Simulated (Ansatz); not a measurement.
Task: a nudged elastic band for an internal rotation of CH₄AlF, SMILES [CH3][AlH][F], with the Python package of Ansatz (0.2.0). Give the script and its output. Settings (for the species named): Hartree-Fock, 6-31G* basis, multiplicity 1.

```csv
atom,x (Å),y (Å),z (Å)
C,-0.6699,0.5102,-0.2355
Al,0.8144,-0.6218,0.2273
F,0.6936,-1.6745,1.6693
H,-0.3141,1.6249,-0.2499
H,-1.5286,0.4127,0.4784
H,-1.0916,0.3005,-1.2578
H,2.1574,-0.6200,-0.6774
```

Script `ch4alf.py`:
```python
# -*- coding: utf-8 -*-
"""Barrier to internal rotation of CH4AlF by a nudged elastic band."""

import logging
import sys

import ansatz as az
import numpy as np

logging.basicConfig(stream=sys.stdout, format="[%(levelname)s] %(message)s")
logger = logging.getLogger("calc")
logger.setLevel(logging.INFO)

BASIS = "6-31G*"
FUNCTIONAL = "hf"

geometry = (
    az.Crystal.molecule()
    .atom("C", (-0.6699, 0.5102, -0.2355))
    .atom("Al", (0.8144, -0.6218, 0.2273))
    .atom("F", (0.6936, -1.6745, 1.6693))
    .atom("H", (-0.3141, 1.6249, -0.2499))
    .atom("H", (-1.5286, 0.4127, 0.4784))
    .atom("H", (-1.0916, 0.3005, -1.2578))
    .atom("H", (2.1574, -0.62, -0.6774))
)

base = geometry.calculation()
base = base.basis(gaussian=BASIS)
base = base.functional(FUNCTIONAL)
symbols = [site.symbol for site in geometry.cartesian_sites]
start = np.array([site.position_ang for site in geometry.cartesian_sites], dtype=float)
report = base.relax(force_tolerance=0.005).run(threads=1, pin="off").report
end = np.array(report["positions_ang"])

# the end point is the same minimum with the three like atoms permuted
first, second, third = [3, 4, 5]
turned = end.copy()
turned[[first, second, third]] = end[[second, third, first]]
listed = lambda xyz: [{"symbol": s, "position_ang": p.tolist()} for s, p in zip(symbols, xyz)]
deck = base.input().to_dict()
deck["crystal"]["atoms"] = listed(end)
deck["neb"] = {"final_atoms": listed(turned), "images": 5, "initial_path": "idpp", "f_tol": 0.03, "max_iterations": 40}
rounds = []
band = az.Session.from_dict(deck).plan().execute(on_event=lambda e: rounds.append(e["data"]) if e["event"] == "neb_iteration" else None)
for each in rounds:
    logger.info(f"round {each['iteration']:2d}  largest band force {each['band_force_max_ev_ang']:.4f} eV/A")
images = rounds[-1]["images"]
for image in images:
    logger.info(f"s = {image['path_coordinate_ang']:6.3f} A   {(image['lagrangian_ev'] - images[0]['lagrangian_ev']):8.3f} eV")
```

`python ch4alf.py` gives:
```text
[INFO] round  1  largest band force 0.2655 eV/A
[INFO] round  2  largest band force 0.0750 eV/A
[INFO] round  3  largest band force 0.0436 eV/A
[INFO] round  4  largest band force 0.0121 eV/A
[INFO] s =  0.000 A      0.000 eV
[INFO] s =  0.448 A     -0.000 eV
[INFO] s =  0.902 A     -0.000 eV
[INFO] s =  1.355 A     -0.001 eV
[INFO] s =  1.809 A     -0.000 eV
[INFO] s =  2.263 A     -0.000 eV
[INFO] s =  2.717 A     -0.000 eV
```

The energies are electronic: no zero-point or thermal terms, and the basis set is short of its limit. The whole script took 36 s on 1 thread of Arm Neoverse V2, on a shared host, peak memory 0.19 GiB.
